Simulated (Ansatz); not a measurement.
# HS (doublet): geometry optimisation

Aim: relax a generated start of HS (doublet) and see which bonds hold.

Program: Ansatz 0.2.0, Gaussian basis. Level of theory: UKS PBE0/def2-SVP. These are calculated values, not measurements.

**1. Starting geometry**

2 atoms, charge 0, spin multiplicity 2.

Atoms are counted from 1 here; the program's logs count them from 0.

Bond lengths: S1–H2 1.364 Å.

The start is a generated structure. Sticks and bond lists go by distance. 

**2. Relaxation**

in.yaml reads:

```yaml
crystal:
  periodic: [false, false, false]
  atoms:
    - {symbol: S, position_ang: [-0.532400, 2.606600, 1.177700]}
    - {symbol: H, position_ang: [0.788100, 2.918500, 1.041100]}
basis:
  gaussian: {orbitals: def2-SVP}
magnetization: {spin_polarized: true, initial_magnetization: 1}
hamiltonian: {xc: pbe0}
relax: {f_tol: 0.01, max_steps: 150}
```

Launch:

```sh
$ ansatz run in.yaml --threads 1 --pin off --events-out ev --progress --plain --max-ram 24576MiB --backend cuda --devices 0, --max-vram 18GiB
```

**Question.** What will these runs give? Wanted: energy gained; shift from the start; total energy; dipole moment; ⟨S²⟩.

As calculated:

```
                  quantity           value
                     steps               3
             energy gained        0.001 eV
shift from the start (rms)         0.005 Å
              total energy  -10843.0181 eV
             dipole moment          1.04 D
                      ⟨S²⟩           0.753
```

The bonds of the start are those of the end. S1–H2 went from 1.364 to 1.354 Å. No vibrations were run, so this is a stationary point, not a proven minimum, and this spin need not be the ground state's.
